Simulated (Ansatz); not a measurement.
Harmonic frequencies (cm⁻¹) at PBE0-D4/def2-TZVP from Ansatz: 425, 425, 936, 1020, 1020, 1356, 1387, 1387, 2413, 3017, 3108, 3108.

Problem. Which molecule is it?
A. `[NH4+]`
B. `C[S-]`
C. `O=S(=O)([O-])O`
D. `CC#[O+]`

Solution. D.
